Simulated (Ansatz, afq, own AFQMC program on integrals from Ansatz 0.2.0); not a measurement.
## Where AFQMC and coupled cluster stand for AlCCl, triplet

```xyz
3

Al    0.1613    0.0000    1.8018
C    -0.2580    0.0000   -0.0976
Cl    0.0967    0.0000   -1.7043
```

Connectivity, by distances: Al–C–Cl.

Basis cc-pVDZ. Noble-gas cores (and the filled d shells of Ga–Kr and In–Xe) are frozen. Integrals, coupled cluster, full CI and functionals: Ansatz 0.2.0; the random walks run on the same integrals in our own AFQMC program. ph-AFQMC/CISD is guided by a CISD state made of CCSD amplitudes; releasing the constraint for a short imaginary time cuts its bias at the price of noise, slowly where states lie close. Uncertainties: one standard error, sampling alone.

Determinant: ROHF, the one that the program's search chose, which needn't be the lowest solution. The geometry is a point of a scan.

No full CI on the walks' own integrals is used here; CCSDT(Q) serves as the reference and is uncertain by about the last step of the cluster series.

Cautions: lower spins were not checked; higher spins were not checked; a spin-contaminated unrestricted determinant lies lower (UHF 288 meV lower, ⟨S²⟩ 2.17).

The T1 diagnostic is 0.0351 and the weight of the determinant in the CISD state is 0.820. The size of the correlated space is 14 electrons in 39 orbitals.

```
  level  correlation energy (eV)
    MP2                  -7.4305
   CCSD                  -8.4529
CCSD(T)                  -8.7181
```

Question: Estimate where AFQMC with the constraint released lies against CCSD(T) on the same integrals.

Answer: 0.88 ± 0.63 kcal/mol below CCSD(T). The gap is under twice the noise, so this walk alone can't tell the two apart.

Reference: CCSDT(Q), correlation energy -8.777 eV. The released energy is read at 2.40 1/Eh (meV from the phaseless value at times in 1/Eh: 8 ± 17 at 0.24, -25 ± 18 at 0.51, -62 ± 17 at 0.99, -42 ± 23 at 1.62, -33 ± 27 at 2.40).

```tsv
level	E − E(reference) (kcal/mol)	share of correlation (%)
CCSD(T)	1.37	99.32
CCSDT	0.46	99.77
ph-AFQMC/CISD	1.26 ± 0.43	99.38
released AFQMC	0.49 ± 0.63	99.76
```

A walk keeps the symmetry of its determinant, which the program's search chose and which needn't be the lowest solution, so a lower state of the same spin and another symmetry isn't excluded. Released energies are given only where the last usable release times agree within the noise; a slower fall can still hide under it.
